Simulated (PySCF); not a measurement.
**Atomic charges against the basis set**

Species: H5NSSi.
Atom-mapped SMILES: `[NH2:1][SiH2:2][SH:3]` (hydrogens: H4, H5 on N1; H6, H7 on Si2; H8 on S3)

PBE0 throughout (PySCF), one geometry, spherical d and f functions. One conformer (not necessarily the lowest) at the PBE0-D3(BJ)/def2-SVP geometry, without solvent, vibrations or thermal averaging. Atoms taken as equivalent share a column and are averaged.

Mulliken charges (e):

| basis | functions | N1 | Si2 | S3 | H4/H5 | H6/H7 | H8 |
| --- | --- | --- | --- | --- | --- | --- | --- |
| STO-3G | 28 | -0.596 | +0.625 | -0.105 | +0.173 | -0.126 | -0.017 |
| 6-31G | 45 | -1.008 | +0.735 | -0.300 | +0.348 | -0.103 | +0.083 |
| pcSseg-0 | 45 | -1.055 | +0.801 | -0.479 | +0.333 | -0.058 | +0.182 |
| 6-31G* | 60 | -0.916 | +0.551 | -0.339 | +0.361 | -0.074 | +0.131 |
| cc-pVDZ | 75 | -0.301 | +0.342 | -0.259 | +0.116 | -0.061 | +0.110 |
| def2-SVP | 75 | -0.412 | +0.489 | -0.290 | +0.144 | -0.086 | +0.097 |
| pcSseg-1 | 90 | -0.638 | +0.664 | -0.395 | +0.206 | -0.098 | +0.153 |
| aug-cc-pVDZ | 122 | -0.289 | +0.279 | -0.457 | -0.028 | +0.194 | +0.135 |
| 6-311+G(2d,p) | 127 | -0.804 | +0.598 | -0.259 | +0.235 | -0.066 | +0.126 |
| def2-TZVP | 135 | -0.629 | +0.372 | -0.339 | +0.246 | -0.032 | +0.169 |
| cc-pVTZ | 168 | -0.350 | +0.311 | -0.268 | +0.149 | -0.049 | +0.107 |
| IGLO-III | 173 | -0.660 | +0.944 | -0.338 | +0.192 | -0.174 | +0.019 |

IAO charges (e):

```tsv
basis	functions	N1	Si2	S3	H4/H5	H6/H7	H8
STO-3G	28	-0.702	+0.732	-0.188	+0.199	-0.130	+0.019
6-31G	45	-0.818	+0.664	-0.315	+0.277	-0.097	+0.110
pcSseg-0	45	-0.790	+0.666	-0.324	+0.262	-0.098	+0.118
6-31G*	60	-0.839	+0.798	-0.321	+0.271	-0.138	+0.095
cc-pVDZ	75	-0.831	+0.796	-0.328	+0.268	-0.139	+0.105
def2-SVP	75	-0.824	+0.807	-0.320	+0.264	-0.145	+0.100
pcSseg-1	90	-0.843	+0.814	-0.329	+0.269	-0.142	+0.104
aug-cc-pVDZ	122	-0.864	+0.802	-0.339	+0.280	-0.136	+0.112
6-311+G(2d,p)	127	-0.876	+0.832	-0.335	+0.280	-0.144	+0.107
def2-TZVP	135	-0.874	+0.844	-0.335	+0.279	-0.149	+0.105
cc-pVTZ	168	-0.867	+0.831	-0.339	+0.278	-0.145	+0.108
IGLO-III	173	-0.878	+0.837	-0.330	+0.280	-0.147	+0.105
```

Hirshfeld charges (e):

```tsv
basis	functions	N1	Si2	S3	H4/H5	H6/H7	H8
STO-3G	28	-0.322	+0.427	-0.127	+0.094	-0.091	+0.016
6-31G	45	-0.319	+0.331	-0.171	+0.123	-0.073	+0.059
pcSseg-0	45	-0.319	+0.354	-0.168	+0.121	-0.083	+0.055
6-31G*	60	-0.304	+0.308	-0.166	+0.127	-0.078	+0.064
cc-pVDZ	75	-0.305	+0.323	-0.148	+0.123	-0.086	+0.056
def2-SVP	75	-0.309	+0.325	-0.141	+0.124	-0.089	+0.055
pcSseg-1	90	-0.316	+0.337	-0.153	+0.122	-0.085	+0.057
aug-cc-pVDZ	122	-0.322	+0.334	-0.141	+0.120	-0.081	+0.051
6-311+G(2d,p)	127	-0.318	+0.329	-0.142	+0.120	-0.082	+0.055
def2-TZVP	135	-0.318	+0.324	-0.142	+0.123	-0.083	+0.056
cc-pVTZ	168	-0.318	+0.326	-0.143	+0.124	-0.083	+0.053
IGLO-III	173	-0.321	+0.322	-0.130	+0.120	-0.082	+0.051
```

Some averages cover members that differ in this geometry, most widely: H6/H7, Mulliken in aug-cc-pVDZ +0.180 to +0.207 e.

Question: Which scheme is steadiest as the basis changes?

Answer: Largest range over the bases for any column: Hirshfeld 0.12 e, IAO 0.18 e, Mulliken 0.77 e. Hirshfeld charges move least and Mulliken charges most, counted in e. Without the minimal STO-3G basis the ranges are Hirshfeld 0.05, IAO 0.18, Mulliken 0.77 e.

Question: How much do the charges still move between the two largest bases, cc-pVTZ and IGLO-III?

Answer: At most, over all atoms: Mulliken 0.633 e, IAO 0.011 e, Hirshfeld 0.014 e.

Question: What do the same runs give for the total energy, the frontier levels and the dipole moment?

Answer: 
| basis | energy (Eh) | HOMO (eV) | LUMO (eV) | μ (D) |
| --- | --- | --- | --- | --- |
| STO-3G | -736.6485 | -3.42 | 6.34 | 1.77 |
| 6-31G | -745.0335 | -7.20 | 0.81 | 3.10 |
| pcSseg-0 | -744.1990 | -7.29 | 0.99 | 3.21 |
| 6-31G* | -745.1163 | -7.17 | 0.98 | 2.76 |
| cc-pVDZ | -745.1626 | -7.11 | 1.08 | 2.49 |
| def2-SVP | -744.9054 | -7.12 | 1.14 | 2.49 |
| pcSseg-1 | -745.1311 | -7.31 | 0.77 | 2.60 |
| aug-cc-pVDZ | -745.1768 | -7.31 | -0.32 | 2.20 |
| 6-311+G(2d,p) | -745.2107 | -7.31 | -0.13 | 2.23 |
| def2-TZVP | -745.2178 | -7.29 | 0.52 | 2.28 |
| cc-pVTZ | -745.2225 | -7.28 | 0.67 | 2.31 |
| IGLO-III | -745.2159 | -7.22 | 0.40 | 2.08 |

The dipole is fixed by the density alone, so its range of 1.44 D shows that the density itself changes with the basis, not only its division among atoms.
